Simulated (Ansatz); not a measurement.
We consider hcp Lu, described by PBE-D3(BJ) in Ansatz (PAW).

Settings: plane-wave cutoff 500 eV, 24×24×14 k mesh (along the axes of the cell as run), Fermi–Dirac smearing 0.1 eV, scalar-relativistic PAW data made under PBE.

Computed at the level's own relaxed cell.

**Question.** Give the computed volume per atom, lattice constant a and c axis length.

**Answer.** 
- volume per atom: 27.91 Å³/atom
- lattice constant a: 3.455 Å
- c axis length: 5.399 Å

Measured, for comparison: equilibrium volume per atom 29.52 Å³/atom (room temperature, no zero-point or thermal correction; as tabulated in Söderlind et al. (2014), doi:10.1088/0953-8984/26/41/416001); lattice constant a 3.505 Å (293 K, no zero-point or thermal correction; as tabulated in Wikipedia's data pages); lattice parameter c 5.549 Å (293 K, no zero-point or thermal correction, our sources range from 5.549 to 5.563; as tabulated in Wikipedia's data pages). Computed (rounded) less measured: equilibrium volume per atom -5.5 %, lattice constant a -1.4 %, lattice parameter c -2.7 % (-2.7 % to -2.9 % over the range). A static lattice is as a rule a little smaller and stiffer than an uncorrected measurement, which narrows the difference in the lattice constant a and would widen misses of the other sign.

Spin–orbit coupling is not included.

Static lattice: no zero-point or thermal effects.

It cost roughly 4 core-minutes of CPU time.

Ansatz is a quantum-chemistry and plane-wave program.
